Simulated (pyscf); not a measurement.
A first-order saddle from PySCF, ωB97X-D3(BJ)/def2-SVP:

```xyz
12

O     -0.8380    -0.8410     0.5512
Si    -1.0263     0.9585    -0.6606
O      0.3176     0.3069    -1.3736
O     -2.6210     0.5489    -0.8966
H     -1.4552    -1.5598     0.7232
H     -1.0387     2.3210    -1.2625
H      0.4474    -0.5671    -0.9727
H     -2.8252    -0.3406    -0.5912
N     -0.6903     1.4116     1.1393
H     -0.7254     0.2595     1.3262
H     -1.4315     1.9589     1.5771
H      0.2079     1.8673     1.3028
```
Charge 0, spin multiplicity 1.

Surface: singlet, charge 0. Lowest wavenumbers (cm⁻¹): 733i, 151, 179, 233, 255.

Q: Which two sides does it connect, and which bonds change?

A: `[OH][SiH]([OH])[OH]` + `[NH3]` ⇌ `[OH2]` + `[NH2][SiH]([OH])[OH]`, a four-centre exchange read from left to right: O–Si, H–N broken and H–O, N–Si formed. At ωB97M-D3(BJ)/def2-TZVP it lies +1.19 eV from the left side and +0.67 eV from the right (each side as separated species at their lowest minima found). On the reactant side the descent ends in an adduct with a N–Si contact (not fully relaxed), 0.15 eV under the separated species and 1.34 eV under the saddle at ωB97X-D3(BJ)/def2-TZVP. On the product side the descent ends in a bound adduct, 0.47 eV under the separated species and 1.14 eV under the saddle at ωB97X-D3(BJ)/def2-TZVP. What is counted as formed (N–Si) is already present as a longer contact in the reactant adduct; forming that adduct is a step of its own. One saddle was located; it need not be the lowest between these sides.
